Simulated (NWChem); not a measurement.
Species: hydrogen sulfide (H₂S); SMILES S

```xyz
3

S      0.0000     0.0000     0.1136
H      0.9715     0.0000    -0.8224
H     -0.9715     0.0000    -0.8224
```
Atoms are numbered in this order, from 1.

All runs: NWChem. Pople sets run with spherical d functions. Coordinates come from a PBE0/def2-SVP optimisation. GIAO values for the isolated, static molecule; σ is the absolute isotropic shielding.

```
level          basis functions  σ S1 (ppm)  σ H2 (ppm)
-------------  ---------------  ----------  ----------
PBE/6-31G*                  22       690.0       31.36
PBE/6-311G**                38       701.7       30.72
PBE/def2-SVP                28       738.7       31.01
PBE/def2-TZVP               49       685.9       30.80
PBE/IGLO-II                 47       704.4       31.05
PBE/IGLO-III                64       710.3       30.88
PBE/pcSseg-2                71       699.4       30.48
```
